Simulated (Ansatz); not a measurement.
hcp Cd was calculated with RPBE in Ansatz (PAW).

Numerical settings: plane-wave cutoff 520 eV, 24×24×10 k mesh (along the axes of the cell as run), Fermi–Dirac smearing 0.05 eV, scalar-relativistic PAW data made under PBE.

Properties against volume:

Shape and atoms are relaxed at each volume.

```json
[
 {"V (Å³/atom)": "23.390", "P (GPa)": "1.36", "c (Å)": "5.804", "a (Å)": "3.051"},
 {"V (Å³/atom)": "23.878", "P (GPa)": "0.64", "c (Å)": "5.881", "a (Å)": "3.062"},
 {"V (Å³/atom)": "24.365", "P (GPa)": "0.00", "c (Å)": "5.954", "a (Å)": "3.074"},
 {"V (Å³/atom)": "24.852", "P (GPa)": "-0.54", "c (Å)": "6.029", "a (Å)": "3.085"},
 {"V (Å³/atom)": "25.340", "P (GPa)": "-1.00", "c (Å)": "6.108", "a (Å)": "3.095"}
]
```

Note: the cell is over a tenth larger than the published one: the level's own overestimate first of all, though another phase or state, or a fault of the published cell, is possible; the bulk modulus comes from volumes at which shape and atoms were relaxed.

Ansatz is an electronic-structure program.
